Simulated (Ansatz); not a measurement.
**AlBH₃ radical (SMILES [BH2][AlH]): single points off equilibrium**

One table from this session's results is given with a row withheld; the runs are named, their logs left out.

Program: Ansatz 0.2.0, Gaussian basis. Level of theory: single points in def2-TZVPP. These are calculated values, not measurements.

Correlated methods freeze the cores. Orbitals are unrestricted.

### The system as given

SMILES `[BH2][AlH]`, 5 atoms, charge 0, spin multiplicity 2.

Atoms are counted from 1 here; the program's logs count them from 0.

Bond lengths: B1–Al2 1.800 Å, B1–H3 1.358 Å, B1–H4 1.147 Å, Al2–H5 1.583 Å. Angles: Al2–B1–H3 124.1°, Al2–B1–H4 115.6°, H3–B1–H4 119.9°, B1–Al2–H5 168.5°.

As a file:

```xyz
5

B    -0.2520   -0.8036    0.1235
Al    0.3344    0.8690   -0.1908
H    -1.4263   -1.0964    0.7396
H     0.4916   -1.6428   -0.1203
H     0.5426    2.4083   -0.4934
```

The first run:

Input file run/in.yaml:

```yaml
crystal:
  periodic: [false, false, false]
  atoms:
    - {symbol: B, position_ang: [-0.252000, -0.803600, 0.123500]}
    - {symbol: Al, position_ang: [0.334400, 0.869000, -0.190800]}
    - {symbol: H, position_ang: [-1.426300, -1.096400, 0.739600]}
    - {symbol: H, position_ang: [0.491600, -1.642800, -0.120300]}
    - {symbol: H, position_ang: [0.542600, 2.408300, -0.493400]}
basis:
  gaussian: {orbitals: def2-TZVPP}
magnetization: {spin_polarized: true, initial_magnetization: 1}
correlation: {method: ccsd_t}
scf: {omitted_lower_state_checks: [cluster_reference]}
output: {forces: true}
```

The command line of these runs was not kept.

Among the steps run: CCSD(T)/def2-TZVPP; PBE0-D4/def2-TZVPP; wB97M-V/def2-TZVPP; r2SCAN-D4/def2-TZVPP; PBE-D4/def2-TZVPP; LC-wPBE/def2-TZVPP; CAM-B3LYP-D4/def2-TZVPP.

One of the session's tables, all rows but one given; the rest of the session is left out.

| method | RMS force component (eV/Å) | angle to CCSD(T) forces (°) | dipole (D) |
| --- | --- | --- | --- |
| CCSD(T) | 1.951 | reference | 2.52 |
| PBE0-D4 | ? | ? | ? |
| wB97M-V | 1.865 | 2.5 | 2.56 |
| r2SCAN-D4 | 1.858 | 1.7 | 2.38 |
| PBE-D4 | 1.825 | 3.2 | 2.24 |
| LC-wPBE | 1.830 | 4.3 | 2.70 |
| CAM-B3LYP-D4 | 1.834 | 2.8 | 2.53 |

**Question.** Estimate the row for PBE0-D4.

The run gave: RMS force component (eV/Å): 1.863; angle to CCSD(T) forces (°): 2.1; dipole (D): 2.41. In the column «RMS force component (eV/Å)» it lies between r2SCAN-D4 (1.858) and wB97M-V (1.865).
